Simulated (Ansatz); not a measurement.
```yaml
crystal:
  periodic: [false, false, false]
  atoms:
    - {symbol: P, position_ang: [0.000000, 0.000000, -2.148303]}
    - {symbol: Si, position_ang: [0.000000, 0.000000, -0.021933]}
    - {symbol: Si, position_ang: [0.000000, 0.000000, 2.170236]}
basis:
  gaussian: {orbitals: def2-TZVP}
magnetization: {spin_polarized: true, initial_magnetization: 3}
hamiltonian: {xc: pbe0}
relax: {f_tol: 0.004, max_steps: 80}
```

```sh
$ ansatz run in.yaml --threads 1 --pin off --events-out ev --progress --plain --max-ram 2176MiB
```

Steps of the relaxation (energy above the last step; positions in Å, forces in eV/Å):

```
3
step 1, 11.4 meV
P     0.000    0.000   -2.148    0.000    0.000    0.336
Si    0.000    0.000   -0.022    0.000    0.000   -0.755
Si    0.000    0.000    2.170    0.000    0.000    0.419
```

```
3
step 2, 1.1 meV
P     0.000    0.000   -2.145    0.000    0.000    0.101
Si    0.000    0.000   -0.035    0.000    0.000   -0.235
Si    0.000    0.000    2.180    0.000    0.000    0.134
```

```
3
step 3, 0.0 meV
P     0.000    0.000   -2.144    0.000    0.000   -0.007
Si    0.000    0.000   -0.042    0.000    0.000    0.002
Si    0.000    0.000    2.185    0.000    0.000    0.005
```

```
3
step 4, 0.0 meV
P     0.000    0.000   -2.144    0.000    0.000    0.002
Si    0.000    0.000   -0.042    0.000    0.000   -0.001
Si    0.000    0.000    2.186    0.000    0.000   -0.001
```

Close pairs at the end: P1–Si2 2.102 Å, Si2–Si3 2.227 Å.

A stationary point of unrestricted PBE0 after 4 steps, with ⟨S²⟩ = 3.789 against 3.75 for a pure state; no frequencies were run, so it isn't proven a minimum. 25 s on 1 thread of Arm Neoverse V1, shared host.
